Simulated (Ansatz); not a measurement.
The input, for Ansatz 0.2.0:

```yaml
crystal:
  periodic: [false, false, false]
  atoms:
    - {symbol: C, position_ang: [0.000000, -0.057084, -0.005967]}
    - {symbol: H, position_ang: [0.000000, 0.322833, -0.919085]}
    - {symbol: H, position_ang: [0.000000, 0.357384, 0.990194]}
basis:
  gaussian: {orbitals: def2-TZVP}
magnetization: {spin_polarized: false, initial_magnetization: 2}
correlation: {active_space: {window: {electrons: 4, orbitals: 4}, states: [{multiplicity: 3, weights: [1, 1]}], root: 2}}
accuracy: high
```

```sh
$ ansatz run in.yaml --threads 1 --pin off --events-out ev --progress --plain --max-ram 2393MiB
```

(1) How does this run end?

Results:

(1) Refused. The input was made wrong on purpose (root beyond the states), so the run isn't a sound calculation of what was asked.
```
Error: the active space averages no state 2, counted from zero
```
